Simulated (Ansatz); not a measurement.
Ansatz (a first-principles code) input (RI-MP2/cc-pVQZ):
A basis named .json is the Basis Set Exchange file of that set.

Ansatz 0.2 input:
```yaml
crystal:
  periodic: [false, false, false]
  atoms:
    - {symbol: C, position_ang: [-0.04887922, 0.02816407, 0.01029449]}
    - {symbol: O, position_ang: [0.09072173, 1.27310310, -0.27738523]}
    - {symbol: O, position_ang: [-1.23147366, -0.37305957, 0.26682771]}
    - {symbol: H, position_ang: [-1.91131900, 0.32935391, 0.20573748]}
    - {symbol: C, position_ang: [1.05439472, -0.94695257, 0.03698835]}
    - {symbol: H, position_ang: [1.93332978, -0.51883307, 0.52200439]}
    - {symbol: H, position_ang: [0.74223535, -1.85924173, 0.53822897]}
    - {symbol: H, position_ang: [1.32196362, -1.18489202, -0.99951600]}
    - {symbol: H, position_ang: [1.00671254, 1.54599575, -0.46569164]}
basis:
  gaussian:
    orbitals: cc-pVQZ
    fitting: {mean_field: def2-universal-jkfit, correlation: cc-pVQZ-RIFIT.json}
total_charge: 1
magnetization: {spin_polarized: false}
correlation: {method: mp2, electrons: outside_noble_gas}
```

End of the output:

```
integrals: 0.46 GiB planned
394 factors; integrals over basis functions are off by at most 3.9e0 eV
mean field: 1.11 GiB planned
mean field evaluation 1: about -6205.5319 eV, gradient 5.5e1 eV
mean field evaluation 2: about -6209.5467 eV, gradient 2.9e1 eV
mean field evaluation 4: about -6210.7771 eV, gradient 1.3e0 eV
mean field -6210.78291693 eV, -228.2420623774 hartree, gradient 1.3e-6 eV, S^2 0.000000; 0 other end points of the search recorded, 0 dependent functions left out
4 core orbitals not correlated
803 factors; their error is unknown
reference -6210.78291693 eV, -228.2420623774 hartree; 12, 12 occupied and 354, 354 virtual orbitals, 803 factors
second order -23.00111477 eV of doubles, -0.00000000 eV of singles
Total energy: -6233.78403171 eV, -229.0873377547 hartree
```

It need not be the lowest isomer of its formula.
